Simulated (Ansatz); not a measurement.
Species, as SMILES: O=C (CH2-O).
Geometry (B3LYP-D3(BJ)/def2-TZVP, fixed):
```xyz
4

O     -0.0009    -0.0102     0.6728
C      0.0007     0.0079    -0.5259
H     -0.0027     0.9554    -1.0993
H      0.0057    -0.9218    -1.1276
```
Charge 0, spin multiplicity 1.

Basis-set convergence of the dipole moment at MP2 with Ansatz (a first-principles code). Dipoles come from the density behind the forces; the sign is taken along the dipole that this method gives in the largest set. The reference of a correlated method is not its basis-set limit, which lies further on. Cartesian d functions, on some or all atoms, in 6-31G**; all else is spherical. Cores are frozen. No added dispersion term, no relativity. Reference: the value in aug-cc-pVQZ, 2.348 D, itself unsure by roughly 0.010 D (its distance from def2-QZVPPD). Deviations are taken from unrounded values.

```json
[
 {"basis": "pcseg-0", "functions": "22", "dipole moment (D)": "2.393", "minus reference (D)": "0.045"},
 {"basis": "def2-SV(P)", "functions": "32", "dipole moment (D)": "2.183", "minus reference (D)": "-0.164"},
 {"basis": "cc-pVDZ", "functions": "38", "dipole moment (D)": "2.034", "minus reference (D)": "-0.314"},
 {"basis": "6-31G**", "functions": "40", "dipole moment (D)": "2.152", "minus reference (D)": "-0.196"},
 {"basis": "def2-SVPD", "functions": "59", "dipole moment (D)": "2.365", "minus reference (D)": "0.017"},
 {"basis": "6-311++G(2d,2p)", "functions": "74", "dipole moment (D)": "2.341", "minus reference (D)": "-0.007"},
 {"basis": "def2-TZVP", "functions": "74", "dipole moment (D)": "2.281", "minus reference (D)": "-0.067"},
 {"basis": "pcseg-2", "functions": "88", "dipole moment (D)": "2.336", "minus reference (D)": "-0.012"},
 {"basis": "def2-TZVPP", "functions": "90", "dipole moment (D)": "2.260", "minus reference (D)": "-0.088"},
 {"basis": "def2-TZVPD", "functions": "95", "dipole moment (D)": "2.337", "minus reference (D)": "-0.011"},
 {"basis": "jun-cc-pV(T+d)Z", "functions": "106", "dipole moment (D)": "2.333", "minus reference (D)": "-0.015"},
 {"basis": "def2-TZVPPD", "functions": "111", "dipole moment (D)": "2.323", "minus reference (D)": "-0.025"},
 {"basis": "aug-cc-pVTZ", "functions": "138", "dipole moment (D)": "2.336", "minus reference (D)": "-0.012"}
]
```
